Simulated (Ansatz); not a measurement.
`[SH][Mg][SH]` + `[F][MgH]` → `[F][Mg][SH]` + `[MgH][SH]` at 500 K and 1 bar (redistribution).

Gas-phase electronic energies from Ansatz, PBE0-D4/def2-TZVP geometries. CBS: MP2 limit from def2 TZ/QZ plus the TZ coupled-cluster correction, frozen cores. For Mg outer-core shells are correlated without core-valence functions, which leaves a few kJ/mol of doubt a bond. One conformer a species, not always the lowest.

```
       species  CCSD(T)/CBS energy (Eh)  H − E (kJ/mol)  S (J/(mol·K))
`[SH][Mg][SH]`               -996.73763            80.8          361.4
    `[F][MgH]`               -300.33731            39.1          253.4
 `[F][Mg][SH]`               -698.17668            56.5          325.4
   `[MgH][SH]`               -598.89578            61.3          296.9
```

H − E and S are ideal-gas, rigid-rotor, harmonic terms from PBE0-D4/def2-TZVP, for one conformer and one mirror image of each species. 1 Eh = 2625.50 kJ/mol, R = 8.31446 J/(mol·K).

Q: By hand: ΔE, ΔH, ΔS and ΔG.

A: ΔE = (-698.17668) + (-598.89578) − (-996.73763) − (-300.33731) = 0.00248 Eh = 6.5 kJ/mol. Δ(H − E) = 56.5 + 61.3 − 80.8 − 39.1 = -2.1, so ΔH = 4.4 kJ/mol. ΔS = 325.4 + 296.9 − 361.4 − 253.4 = 7.5 J/(mol·K). ΔG = 4.4 − 500 × (7.5)/1000 = 0.7 kJ/mol.

Q: By hand: the equilibrium constant, and the temperature at which ΔG would vanish if ΔH and ΔS stayed fixed.

A: log₁₀ K = −ΔG/(RT ln 10) = -0.1. ΔG = 0 at ΔH/ΔS = 587 K, though so small a ΔH makes that figure unsure.

TΔS isn't small against ΔH here. The sign of ΔG lies within the doubt. A doubt of 5 kJ/mol in ΔE shifts log₁₀ K by 0.5 here. Other conformers and mirror images would add mixing entropy, several J/(mol·K) or more a flexible species. These are equilibria of isolated gas molecules and say nothing of rates. Largest T1 diagnostic: 0.011 (customary marks: 0.02 for closed shells, 0.045 for open ones).
